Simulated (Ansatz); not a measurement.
## Ansatz (development build ahead of 0.2.0) run

```yaml
crystal:
  periodic: [false, false, false]
  atoms:
    - { symbol: H, position_ang: [-0.08941, 0.08138, 0.0612] }
    - { symbol: C, position_ang: [0.32235, 0.54929, 0.96756] }
    - { symbol: C, position_ang: [1.05243, 0.46802, 2.04765] }
    - { symbol: O, position_ang: [1.76076, 0.57232, 2.96112] }
basis:
  gaussian: { orbitals: def2-SVP }
magnetization:
  spin_polarized: true
  initial_magnetization: 1
hamiltonian:
  xc: hf
correlation:
  method: mp2
  frozen_orbitals: { C: 1, H: 0, O: 1 }
output:
  forces: true
```

The input is written out in the form of the current development build from the run's settings.

Output:

| Property | Result |
| --- | --- |
| Converged | yes |
| Reference energy | -150.96197 hartree |
| Correlation energy | -0.40271 hartree |
| Total energy | -151.36468 hartree |
| Spin squared of the determinant | 0.830 |
| Stability test | minimum |

Forces (eV/Å):
```tsv
atom	Fx	Fy	Fz
H1	0.372	0.162	0.868
C2	-0.185	-0.145	0.006
C3	-0.088	0.112	-1.393
O4	-0.099	-0.128	0.518
```
